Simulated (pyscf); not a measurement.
Single points on ωB97X-D3(BJ)/def2-SVP structures (PySCF, gas phase).

Q: For the elementary gas-phase step `[F][SiH]([F])[F]` + `[H][H]` → `[F][SiH2][F]` + `[FH]` (singlet surface; F–Si, H–H broken, H–Si, F–H formed), what barrier and reaction energy does ωB97X-D3(BJ)/def2-TZVP give, measured from the separated reactants?

A: ΔE‡ = 63.0 kcal/mol, ΔE = +33.6 kcal/mol. ωB97M-D3(BJ)/def2-TZVP gives 62.7 kcal/mol and +33.9 kcal/mol. Zero-point energy shifts the barrier by +2.6 kcal/mol. It is a four-centre exchange, with an imaginary mode of 1186i cm⁻¹. One saddle was located; it need not be the lowest between these sides.
